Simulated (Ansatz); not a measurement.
# SiH₂S+ (doublet): from Hartree-Fock to the top rungs, def2-QZVPP

The task here is to estimate one member of a computed series from the others.

The runs use Ansatz 0.2.0, Gaussian basis; def2-QZVPP, core rule «outside noble gas», up to 10 orbitals frozen.

Plan: UHF; ROHF; CCSD(T) on UHF.

2 further runs of the same task are left out: 2 set aside as unsound or not needed.

## The system

The geometry is a PBE0/def2-TZVP stationary point (not a proven minimum) of the parent state, kept for this charge and spin.

4 atoms, charge 1, spin multiplicity 2.

Atoms are counted from 1 here; the program's logs count them from 0.

Bond lengths: Si1–S2 1.938 Å, Si1–H3 1.485 Å, Si1–H4 1.485 Å. Angles: S2–Si1–H3 125.0°, S2–Si1–H4 125.0°, H3–Si1–H4 109.9°.

Geometry (Å):

```
Si    0.0000    0.0000    0.9719
S     0.0000    0.0000   -0.9660
H     0.0000    1.2161    1.8245
H     0.0000   -1.2161    1.8245
```

Set-up of the first run:

Input file in.yaml:

```yaml
crystal:
  periodic: [false, false, false]
  atoms:
    - {symbol: Si, position_ang: [0.000000, 0.000000, 0.971947]}
    - {symbol: S, position_ang: [0.000000, 0.000000, -0.966027]}
    - {symbol: H, position_ang: [0.000000, 1.216091, 1.824529]}
    - {symbol: H, position_ang: [0.000000, -1.216091, 1.824529]}
basis:
  gaussian: {orbitals: "def2-QZVPP.json"}
total_charge: 1
magnetization: {spin_polarized: true, initial_magnetization: 1}
hamiltonian: {xc: hf}
output: {orbitals: {seedname: orbitals}}
```

On the command line:

```console
$ ansatz run in.yaml --threads 1 --pin off --events-out ev --progress --plain --max-ram 2393MiB
```

Steps of the session up to this table: UHF; ROHF; CCSD(T) on UHF.

One table of the session follows, with a row left open; its other results are not shown here.

```
  method  from UCCSD(T) (meV)
    ROHF              +8486.7
     UHF              +8330.7
    UMP2              +1309.9
   UCCSD                    ?
UCCSD(T)                    0
```

Estimate the missing values for UCCSD.

The run gave: from UCCSD(T) (meV): +359.4. In the column «from UCCSD(T) (meV)» it lies between UCCSD(T) (0) and UMP2 (+1309.9).
